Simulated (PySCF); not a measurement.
Atomic charges against the basis set

Acetyl chloride, C2H3ClO.
Geometry (PBE0-D3(BJ)/def2-SVP, Å), atoms numbered from 1 in this order:
```
atom  x, y, z in Å
C1    -0.5855   -0.0742   -0.0357
C2     0.8549    0.2830   -0.2127
O3     1.3142    1.3510   -0.4247
Cl4    1.9163   -1.1583   -0.0649
H5    -1.2002    0.8293   -0.1296
H6    -0.7297   -0.5385    0.9506
H7    -0.8746   -0.8183   -0.7919
```

PBE0 throughout (PySCF), one geometry, spherical d and f functions. Geometry: PBE0-D3(BJ)/def2-SVP; no solvent, vibrations or thermal averaging. Atoms taken as equivalent share a column and are averaged.

Mulliken charges (e):

```json
{"basis": "STO-3G", "functions": "27", "C1": "-0.251", "C2": "+0.217", "O3": "-0.140", "Cl4": "-0.173", "H5/H6/H7": "+0.116"}
{"basis": "6-31G", "functions": "46", "C1": "-0.543", "C2": "+0.118", "O3": "-0.299", "Cl4": "+0.048", "H5/H6/H7": "+0.225"}
{"basis": "6-31G*", "functions": "66", "C1": "-0.604", "C2": "+0.289", "O3": "-0.317", "Cl4": "-0.059", "H5/H6/H7": "+0.230"}
{"basis": "def2-SVP", "functions": "75", "C1": "-0.047", "C2": "+0.073", "O3": "-0.138", "Cl4": "-0.152", "H5/H6/H7": "+0.088"}
{"basis": "6-311+G(2d,p)", "functions": "134", "C1": "-0.608", "C2": "+0.300", "O3": "-0.295", "Cl4": "+0.040", "H5/H6/H7": "+0.187"}
{"basis": "def2-TZVP", "functions": "148", "C1": "-0.336", "C2": "+0.209", "O3": "-0.207", "Cl4": "-0.129", "H5/H6/H7": "+0.154"}
```

IAO charges (e):

```csv
basis,functions,C1,C2,O3,Cl4,H5/H6/H7
STO-3G,27,-0.435,+0.187,-0.134,-0.112,+0.164
6-31G,46,-0.482,+0.330,-0.299,-0.113,+0.188
6-31G*,66,-0.467,+0.378,-0.326,-0.122,+0.179
def2-SVP,75,-0.459,+0.377,-0.328,-0.114,+0.174
"6-311+G(2d,p)",134,-0.478,+0.392,-0.346,-0.119,+0.183
def2-TZVP,148,-0.478,+0.394,-0.347,-0.118,+0.183
```

Hirshfeld charges (e):

```csv
basis,functions,C1,C2,O3,Cl4,H5/H6/H7
STO-3G,27,-0.028,+0.209,-0.094,-0.206,+0.039
6-31G,46,-0.092,+0.193,-0.190,-0.102,+0.063
6-31G*,66,-0.088,+0.199,-0.193,-0.106,+0.063
def2-SVP,75,-0.113,+0.196,-0.195,-0.074,+0.062
"6-311+G(2d,p)",134,-0.111,+0.178,-0.202,-0.063,+0.066
def2-TZVP,148,-0.115,+0.185,-0.201,-0.068,+0.066
```

ESP-fitted charges (e):

```
        basis  functions      C1      C2      O3     Cl4  H5/H6/H7
       STO-3G         27  -0.492  +0.612  -0.275  -0.289    +0.148
        6-31G         46  -0.424  +0.650  -0.424  -0.239    +0.146
       6-31G*         66  -0.367  +0.512  -0.354  -0.195    +0.135
     def2-SVP         75  -0.338  +0.511  -0.369  -0.175    +0.123
6-311+G(2d,p)        134  -0.372  +0.505  -0.376  -0.171    +0.138
    def2-TZVP        148  -0.385  +0.518  -0.377  -0.173    +0.139
```

Some averages cover members that differ in this geometry, most widely: H5/H6/H7, ESP-fitted in 6-311+G(2d,p) +0.129 to +0.154 e.

Task: Which scheme is steadiest as the basis changes?

Result: Largest range over the bases for any column: Hirshfeld 0.14 e, ESP-fitted 0.15 e, IAO 0.21 e, Mulliken 0.56 e. Hirshfeld charges move least and Mulliken charges most, counted in e. Without the minimal STO-3G basis the ranges are Hirshfeld 0.04, ESP-fitted 0.14, IAO 0.06, Mulliken 0.56 e.

Task: How much do the charges still move between the two largest bases, 6-311+G(2d,p) and def2-TZVP?

Result: At most, over all atoms: Mulliken 0.272 e, IAO 0.002 e, Hirshfeld 0.007 e, ESP-fitted 0.013 e.

Task: What do the same runs give for the total energy, the frontier levels and the dipole moment?

Result: 
```
        basis  energy (Eh)  HOMO (eV)  LUMO (eV)  μ (D)
       STO-3G    -606.1520      -6.15       1.64   2.52
        6-31G    -613.0322      -8.57      -1.07   3.09
       6-31G*    -613.1013      -8.43      -0.81   2.81
     def2-SVP    -612.8664      -8.46      -0.84   2.70
6-311+G(2d,p)    -613.1860      -8.65      -1.15   2.85
    def2-TZVP    -613.2002      -8.59      -1.04   2.79
```

The dipole is fixed by the density alone, so its range of 0.57 D shows that the density itself changes with the basis, not only its division among atoms.
